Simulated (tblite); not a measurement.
C3H7O2 (doublet state).
Numbering: `[CH3:1][CH2:2][O:3][CH2:4][O:5]` (hydrogens: H6, H7, H8 on C1; H9, H10 on C2; H11, H12 on C4)

Computed with GFN2-xTB (tblite), gas phase: L-BFGS steps from a force-field or distance-geometry start until the largest atomic force falls under 0.01 eV/Å.

Step 0: E = -490.1068 eV
```
atom  x, y, z in Å  |  force x, y, z in eV/Å
C1     -1.3038    0.1059    0.5029   -2.620   0.471   0.523
C2     -0.3572   -0.8373   -0.1426   -1.022  -2.219   0.257
O3      0.6842   -0.2835   -0.8389    0.972  -0.061  -1.107
C4      1.5216    0.5545   -0.1608   -0.836   2.568   1.527
O5      0.9518    1.6565    0.4414    1.251  -2.007  -1.034
H6     -0.9452    0.6593    1.3714    0.361   0.122  -0.427
H7     -1.7768    0.8051   -0.2611    0.835  -0.711   0.995
H8     -2.1550   -0.5112    0.9149    0.612   0.509  -0.406
H9      0.0052   -1.6479    0.5757   -0.030   0.951  -0.252
H10    -0.9608   -1.4238   -0.8809    0.523   0.375   0.057
H11     2.2582    0.9195   -0.9215   -0.019  -0.235   0.401
H12     2.0790    0.0024    0.6675   -0.028   0.238  -0.534
```

Step 1: E = -490.4301 eV
```
atom  x, y, z in Å  |  force x, y, z in eV/Å
C1     -1.3412    0.1126    0.5103   -0.491  -0.225   0.192
C2     -0.3718   -0.8690   -0.1390   -0.422  -0.073   0.003
O3      0.6981   -0.2843   -0.8547    0.175  -0.315   0.010
C4      1.5096    0.5912   -0.1390   -0.318   0.604   0.153
O5      0.9697    1.6278    0.4267    0.257  -0.239  -0.044
H6     -0.9400    0.6610    1.3653    0.206   0.075  -0.418
H7     -1.7649    0.7948   -0.2470    0.386  -0.242   0.476
H8     -2.1463   -0.5039    0.9091   -0.229   0.078  -0.017
H9      0.0048   -1.6343    0.5722    0.076   0.492   0.045
H10    -0.9533   -1.4185   -0.8800    0.130  -0.075  -0.305
H11     2.2579    0.9161   -0.9158    0.120  -0.198   0.343
H12     2.0786    0.0059    0.6599    0.111   0.118  -0.438
```

Step 2: E = -490.4660 eV
```
atom  x, y, z in Å  |  force x, y, z in eV/Å
C1     -1.3520    0.1091    0.5142    0.010  -0.221   0.138
C2     -0.3800   -0.8721   -0.1387   -0.201   0.125  -0.092
O3      0.7019   -0.2899   -0.8555    0.015  -0.228   0.231
C4      1.5033    0.6039   -0.1350   -0.025  -0.140  -0.251
O5      0.9752    1.6219    0.4250   -0.138   0.404   0.305
H6     -0.9361    0.6625    1.3576    0.163   0.037  -0.335
H7     -1.7574    0.7900   -0.2378    0.189  -0.052   0.238
H8     -2.1498   -0.5021    0.9085   -0.435  -0.066   0.106
H9      0.0061   -1.6248    0.5728    0.054   0.361   0.100
H10    -0.9506   -1.4196   -0.8854    0.060  -0.132  -0.309
H11     2.2600    0.9124   -0.9094    0.168  -0.164   0.245
H12     2.0805    0.0081    0.6518    0.140   0.077  -0.377
```

Step 3: E = -490.4977 eV
```
atom  x, y, z in Å  |  force x, y, z in eV/Å
C1     -1.3603    0.1028    0.5197    0.231  -0.225   0.036
C2     -0.3899   -0.8733   -0.1402    0.010   0.141  -0.115
O3      0.7053   -0.2979   -0.8520   -0.109  -0.072   0.293
C4      1.4985    0.6105   -0.1367    0.017  -0.278  -0.237
O5      0.9766    1.6253    0.4296   -0.184   0.382   0.280
H6     -0.9301    0.6642    1.3458    0.151   0.008  -0.164
H7     -1.7484    0.7855   -0.2267   -0.005   0.115   0.014
H8     -2.1604   -0.5020    0.9100   -0.459  -0.102   0.166
H9      0.0079   -1.6110    0.5750    0.005   0.210   0.130
H10    -0.9473   -1.4226   -0.8948    0.024  -0.142  -0.249
H11     2.2647    0.9067   -0.9003    0.181  -0.096   0.115
H12     2.0845    0.0113    0.6387    0.138   0.059  -0.270
```

Task: Estimate the geometry and energy of step 4. (The exact step hangs on the optimiser's Hessian estimate; all steps are aligned on step 3, rigid shifts and turns removed.)

Result: E = -490.5243 eV, largest force 0.287 eV/Å
```
atom  x, y, z in Å  |  force x, y, z in eV/Å
C1     -1.3666    0.0913    0.5263    0.131  -0.106  -0.081
C2     -0.4004   -0.8736   -0.1440    0.147  -0.020  -0.090
O3      0.7070   -0.3075   -0.8431   -0.157   0.145   0.175
C4      1.4920    0.6157   -0.1406    0.008  -0.140  -0.038
O5      0.9764    1.6327    0.4380   -0.082   0.084   0.086
H6     -0.9200    0.6662    1.3301    0.128  -0.068   0.027
H7     -1.7388    0.7831   -0.2143   -0.162   0.180  -0.128
H8     -2.1808   -0.5034    0.9149   -0.252  -0.010   0.137
H9      0.0098   -1.5914    0.5801   -0.059   0.010   0.140
H10    -0.9428   -1.4285   -0.9101    0.041  -0.099  -0.096
H11     2.2737    0.8986   -0.8882    0.130  -0.008  -0.033
H12     2.0918    0.0161    0.6189    0.126   0.032  -0.099
```

The energy changes by -0.0265 eV. The first-order estimate −F·Δx gives -0.0437 eV and the mean of the old and new forces, exact on a quadratic surface, -0.0264 eV. The step makes an angle of 46° with the force vector and moves no atom by more than 0.022 Å.

The cost below is that of the whole relaxation. Time: 0.31 s wall. Hardware: Intel Xeon at 2.60 GHz, one thread (shared host).
